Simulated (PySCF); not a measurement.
## Name the molecule from its bond curve

A diatomic of charge +1 contains B. Its triplet curve at PBE0 in a triple-zeta basis (no relativity, PySCF), in eV from the separated fragments:

R (Å), E (eV) and a bar:
```
    1.268     -1.837 ###########################
    1.327     -2.402 ############
    1.387     -2.718 ####
    1.431     -2.830 #
    1.475     -2.860 
    1.519     -2.826 #
    1.578     -2.707 ####
    1.652     -2.481 ##########
    1.740     -2.153 ##################
    1.859     -1.707 ##############################
```

The fit gives ωe = 1253 cm⁻¹ and the rotational constant Bₑ = 1.355 cm⁻¹.

**Question.** Which atom is the partner?

**Answer.** The minimum lies at 1.472 Å, so the reduced mass is 16.8576 u Å² cm⁻¹/(Bₑ·Re²) = 5.742 u. With B at 11.01 u the partner weighs about 12.0 u: C. The molecule is BC⁺.

The state was picked by a PBE0 search and need not be the measured ground state.
